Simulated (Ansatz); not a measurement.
Born–Oppenheimer molecular dynamics of C₂HFS (5 atoms, charge 0, multiplicity 1). It starts from a relaxed structure.

Computed with UKS B3LYP-D4/def2-SVP in Ansatz 0.2.0.

```json
{
  "ensemble": "NVE (velocity Verlet)",
  "time step": "0.25 fs",
  "steps asked": "150",
  "starting velocities drawn for": "100 K",
  "seed": "638729"
}
```

First frame:

```xyz
5
Properties=species:S:1:pos:R:3
F 0.146 -0.060 1.691
C 0.374 0.198 0.392
C -0.412 -0.253 -0.571
S -1.315 -0.766 -1.740
H 1.258 0.808 0.187
```

What does the run give?

All steps were run.

| Property | Result |
| --- | --- |
| steps done | 150 |
| time covered | 37.5 fs |
| mean temperature over the second half | 52 K |
| spread of the potential energy over the second half | 1.4 meV per atom |
| mean potential energy of the second half above the start | 3.7 meV per atom |

The conserved energy stayed within 0.007 meV per atom of its start (net change 0.0018 meV per atom), so the integration is sound. A run of 0.037 ps of so small a system gives no equilibrium averages.

What happens to the structure?

The same pairs are bonded in the first frame and the last. Pairs count as bonded within 1.25 times the sum of covalent radii (0.12 Å more for H–H). Another seed would give other details.

How do temperature and energy run in time?


| time (fs) | T (K) | potential energy less start (eV) | conserved less start (meV/atom) |
| --- | --- | --- | --- |
| 0.0 | 100 | 0.000 | 0.00 |
| 3.0 | 56 | 0.017 | 0.01 |
| 6.0 | 32 | 0.026 | 0.01 |
| 9.0 | 50 | 0.019 | 0.00 |
| 12.0 | 41 | 0.023 | 0.01 |
| 15.0 | 43 | 0.022 | 0.00 |
| 18.0 | 51 | 0.019 | 0.00 |
| 21.0 | 37 | 0.025 | 0.01 |
| 24.0 | 57 | 0.017 | 0.00 |
| 27.0 | 80 | 0.008 | 0.00 |
| 30.0 | 37 | 0.024 | 0.01 |
| 33.0 | 32 | 0.026 | 0.01 |
| 36.0 | 71 | 0.011 | 0.00 |

Time of the run: 6.6 min on 1 thread of Arm Neoverse V1, with other jobs on the host, peak memory 0.15 GiB.
